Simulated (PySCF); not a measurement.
**[NH3]+, doublet: molecular constants**

Computed with UPBE0/[N def2-TZVP, H def2-TZVP], no relativity, density fitting, PySCF.

The structure is a minimum.

Z-matrix (Å, degrees; charge 1 multiplicity 2):
```
N
H  1 1.0241
H  1 1.0241 2 120.00
H  1 1.0241 2 120.00 3 180.00
```

```
Point group                                                                   : D3h
Bond lengths                                                                  : N–H 1.024 Å (×3)
Bond angles                                                                   : H–N–H 120.0° (×3)
Dipole moment about the centre of mass                                        : 0.00 D
Spin squared ⟨S²⟩                                                             : 0.754
Rotational symmetry number                                                    : 6
Lowest empty level (β)                                                        : -12.73 eV
Highest occupied level (α)                                                    : -19.93 eV
Enthalpy at 298.15 K above 0 K                                                : 10.10 kJ/mol
Principal quadrupole moments (Buckingham, traceless) about the centre of mass : -3.09, 1.54, 1.54 D Å
Entropy at 298.15 K and 1 bar (electronic part: spin only)                    : 193.0 J/(mol K)
Zero-point energy                                                             : 86.1 kJ/mol
Principal polarisabilities                                                    : 4.7, 7.6, 7.6 bohr³
Rotational constants                                                          : 10.63, 10.63, 5.316 cm⁻¹
Heat capacity Cp at 298.15 K                                                  : 36.1 J/(mol K)
```

Harmonic modes (masses in u: N 14.003, H 1.008):
```
symmetry  ω (cm⁻¹)  IR (km/mol, summed over degenerate members)  μ (u)
    a2''       869                                          242   1.21
      e'      1531                                          148   1.09
     a1'      3371                                          0.0   1.01
      e'      3547                                          561   1.11
```

In D3h the vibrations span a2'' + 2e' + a1'. The a1' mode carries no infrared intensity, as symmetry demands.

Charges (e):
```json
{"atom": "N1", "Mulliken": "-0.13", "Löwdin": "0.34", "polar tensor": "-0.05", "spin (Mulliken)": "1.09", "Mayer order to N1": "–"}
{"atom": "H2,3,4", "Mulliken": "0.38", "Löwdin": "0.22", "polar tensor": "0.35", "spin (Mulliken)": "-0.03", "Mayer order to N1": "0.85"}
```

Mulliken populations on N1: s 3.55, p 3.56, d 0.01, f 0.00.

Only a few start shapes were tried, so a lower isomer may exist.

The final relaxation and frequency run took 8.8 s on 2 threads of a shared Arm Neoverse V2 host, with 49 basis functions and 7 gradients; the process peaked at 0.65 GiB. Launch command: `OMP_NUM_THREADS=2 python axn.py task.json out`.
